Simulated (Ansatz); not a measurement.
Basis-set series for C2H3FN2 (`NC1(F)C=N1`). The species carries charge 0 and has multiplicity 1. The structure was optimised at the PBE0-D4/def2-TZVP level. It is one conformer, not always the lowest.

| functional | basis | functions | energy (Eh) | HOMO (eV) | LUMO (eV) |
| --- | --- | --- | --- | --- | --- |
| PBE0-D4 | def2-SVP | 85 | -286.76404 | -6.96 | -0.80 |
| PBE0-D4 | def2-TZVPP | 197 | -287.09899 | -7.16 | -1.01 |
| ωB97M-V | def2-SVP | 85 | -286.97520 | -9.25 | 1.65 |
| ωB97M-V | def2-TZVPP | 197 | -287.32015 | -9.47 | 1.31 |

Task: Give the rows for def2-QZVPP. (An estimate is asked.)

Result: Computed: 
| functional | basis | functions | energy (Eh) | HOMO (eV) | LUMO (eV) |
| --- | --- | --- | --- | --- | --- |
| PBE0-D4 | def2-QZVPP | 375 | -287.11467 | -7.22 | -1.10 |
| ωB97M-V | def2-QZVPP | 375 | -287.33487 | -9.53 | 1.15 |

Positive LUMOs are unbound and depend on the basis.
